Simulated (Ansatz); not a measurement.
A made-up structure of AlBH3Cl, closed shell:

B1  (-0.752, 0.263, -0.848)
Al2  (0.575, -0.033, 0.771)
Cl3  (1.582, -1.888, 0.806)
H4  (1.663, -2.812, 1.760)
H5  (-0.400, 0.746, -1.887)
H6  (0.902, 0.965, 1.956)
(Å)

It is relaxed with PBE-D4/def2-SVP and then PBE0-D4/def2-TZVP (Ansatz 0.2.0). Atoms count as bonded within 1.22 times the sum of their covalent radii (H–H: 0.88 Å). The end point is not checked to be a true minimum.

(1) Does its bonding change? (A judgement: the text doesn't fix the answer.)

Results:

(1) Computed: Yes. Formed: B1–H4; broken: Cl3–H4.

Where it ends: The first stage lowers the energy by 4.96 eV in 32 steps. It ends as AlBH₃Cl ([BH2][AlH][Cl]):
```
6
angstrom
B -0.3170 -0.6821 -0.2616
Al 1.2292 -0.1315 1.0713
Cl 3.0093 -1.2565 0.9271
H -1.1400 -1.5084 0.0145
H -0.4243 -0.2000 -1.3535
H 1.2126 1.0193 2.1593
```

Labels in which every atom is bracketed show which atoms are joined, not bond orders.

For scale, one of the runs: PBE0-D4/def2-TZVP relaxation, 123 basis functions, launched by `ansatz run in.yaml --threads 2 --pin off --events-out ev --progress --plain --max-ram 4352MiB`. The run took about 9.5 s on 2 CPU threads of an Arm Neoverse V2 (shared host).
